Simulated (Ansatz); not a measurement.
**Match the barriers**

Saddle point of CH6AlN, closed shell (CH₆AlN ([CH3][AlH][NH2]) → CH₃Al ([CH3][Al]) + NH₃ (still joined by a long Al–N bond); bonds formed: N2–H3; bonds broken: Al1–H3; bonds weakened to dative contacts: Al1–N2), PBE0-D4/def2-TZVP structure:

```
9
angstrom
Al -0.7657 -0.0624 -0.7010
N -0.3836 -1.4156 0.5894
H -1.7161 -0.8714 0.4743
C 0.6214 1.3291 -0.5769
H -0.7076 -2.3567 0.3983
H 0.2424 -1.4346 1.3986
H 1.6204 0.8848 -0.6516
H 0.5503 1.8159 0.4042
H 0.5382 2.1110 -1.3352
```

Program: Ansatz 0.2.0. Basis: def2-TZVPP, with def2-QZVPP for the basis limit. Cores are frozen in the correlated methods. Extrapolation: Hartree–Fock as exp(−7.88 √X), correlation as X^−2.97. Four methods, as single points on the PBE0-D4 structures, gave these electronic barriers from the start structure: 58.87, 68.59, 71.94, 91.55 kcal/mol.

(1) The methods were, in alphabetical order, CCSD(T), HF, r2SCAN-D4, SPW92. Which gave which? (A judgement: the text doesn't fix the answer.)

T1 diagnostic: at most 0.016. The restricted Hartree–Fock reference is unstable towards an unrestricted one at one or more of these structures. A large double-excitation amplitude points to some diradical character; no triplet was computed.

Results:

(1) By the calculation: SPW92 58.87; r2SCAN-D4 68.59; CCSD(T) 71.94; HF 91.55 kcal/mol. For comparison, CCSD(T) at an estimated basis limit (MP2 extrapolated from triple and quadruple zeta, plus CCSD(T) − MP2 in triple zeta) gives 72.23 kcal/mol.

Labels in which every atom is bracketed show which atoms are joined, not bond orders.

For scale, one of the runs: CCSD(T)/def2-TZVPP, 188 basis functions, launched by `ansatz run in.yaml --threads 2 --pin off --events-out ev --progress --plain --max-ram 4352MiB`. The run took 14 s on 2 CPU threads of an Intel Xeon 6975P-C (shared host), with 2 GiB of host memory at its peak.
